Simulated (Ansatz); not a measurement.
Frontier orbitals of H4SSi2, SMILES `[SiH2]1[SiH2]S1`.

```xyz
7

Si    0.8659    0.6051   -0.3954
Si   -0.9578   -0.5669    0.1834
S     0.6741   -0.2805    1.5559
H     1.9379    0.0332   -1.2435
H     0.8811    2.0866   -0.4155
H    -1.1722   -1.9654   -0.2565
H    -2.2290    0.0879    0.5716
```

Charge 0, multiplicity 1. All single points use the PBE0-D4/def2-TZVP geometry. Basis def2-TZVPP, Ansatz.

(1) Compute the vertical ionisation energy as the energy of the cation minus that of the neutral molecule, at each level. (An estimate is asked.)

Answers

(1) The calculation gave: 
```json
{"level": "PBE-D4/def2-TZVPP", "IE (eV)": "9.25", "difference from CCSD(T)/CBS(def2)": "-0.22"}
{"level": "r2SCAN-D4/def2-TZVPP", "IE (eV)": "9.29", "difference from CCSD(T)/CBS(def2)": "-0.19"}
{"level": "PBE0-D4/def2-TZVPP", "IE (eV)": "9.33", "difference from CCSD(T)/CBS(def2)": "-0.15"}
{"level": "B3LYP-D4/def2-TZVPP", "IE (eV)": "9.36", "difference from CCSD(T)/CBS(def2)": "-0.12"}
{"level": "ωB97X-V/def2-TZVPP", "IE (eV)": "9.38", "difference from CCSD(T)/CBS(def2)": "-0.09"}
{"level": "ωB97M-V/def2-TZVPP", "IE (eV)": "9.38", "difference from CCSD(T)/CBS(def2)": "-0.09"}
{"level": "B2PLYP/def2-TZVPP", "IE (eV)": "9.27", "difference from CCSD(T)/CBS(def2)": "-0.20"}
{"level": "HF/def2-TZVPP", "IE (eV)": "8.46", "difference from CCSD(T)/CBS(def2)": "-1.02"}
{"level": "MP2/def2-TZVPP", "IE (eV)": "9.34", "difference from CCSD(T)/CBS(def2)": "-0.13"}
{"level": "CCSD/def2-TZVPP", "IE (eV)": "9.28", "difference from CCSD(T)/CBS(def2)": "-0.19"}
{"level": "CCSD(T)/def2-TZVPP", "IE (eV)": "9.33", "difference from CCSD(T)/CBS(def2)": "-0.15"}
{"level": "HF/def2-QZVPP", "IE (eV)": "8.44", "difference from CCSD(T)/CBS(def2)": "-1.03"}
{"level": "MP2/def2-QZVPP", "IE (eV)": "9.42", "difference from CCSD(T)/CBS(def2)": "-0.05"}
{"level": "HF/CBS(def2)", "IE (eV)": "8.44", "difference from CCSD(T)/CBS(def2)": "-1.03"}
{"level": "MP2/CBS(def2)", "IE (eV)": "9.49", "difference from CCSD(T)/CBS(def2)": "0.02"}
{"level": "CCSD/CBS(def2)", "IE (eV)": "9.43", "difference from CCSD(T)/CBS(def2)": "-0.04"}
{"level": "CCSD(T)/CBS(def2)", "IE (eV)": "9.47", "difference from CCSD(T)/CBS(def2)": "0.00"}
```

B3LYP here is the variant with VWN-RPA as its local correlation; programs differ in this.
